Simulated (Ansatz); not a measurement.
# TaRu: Seebeck coefficient and carrier response

Method: DFT LDA, scalar-relativistic, plane waves, PAW (Ansatz 0.2.0). Settings: 420 eV plane-wave cutoff, Γ-centred 14×14×12 mesh, Fermi-Dirac smearing of 0.15 eV. No spin polarisation.

Equilibrium structure at this level:
```xyz
2
Lattice="3.0060 0.0000 0.0000 0.0000 3.0060 0.0000 0.0000 0.0000 3.3616" Properties=species:S:1:pos:R:3 pbc="T T T"
Ta    1.5030    1.5030    1.6808
Ru    0.0000    0.0000    0.0000
```

In a metal these results depend on the k mesh and the smearing. Spin–orbit coupling is left out, which matters for heavy elements.

Constant relaxation time and rigid bands. The levels are interpolated over the whole zone and filled by a Fermi function at the stated temperature, with the chemical potential set by the electron count. Seebeck coefficients of a few μV/K are small differences and uncertain even in sign.

Question: Give the Drude plasma energies, the density of states at the chemical potential and σ/τ at 300 K.

Answer:
| Quantity | Value |
| --- | --- |
| Plasma energy xx, yy, zz | 7.17, 7.17, 7.44 eV |
| Density of states (thermally broadened) | 1.92 states/eV/cell |
| Conductivity over τ, xx, yy, zz | 10.5, 10.5, 11.3 ×10²⁰ (Ω·m·s)⁻¹ |

Question: And the Seebeck coefficient (μV/K)?

Answer:
```tsv
T (K)	Sxx	Syy	Szz
300	-2.3	-2.3	1.8
600	-4.7	-4.7	3.5
900	-6.9	-6.9	4.2
```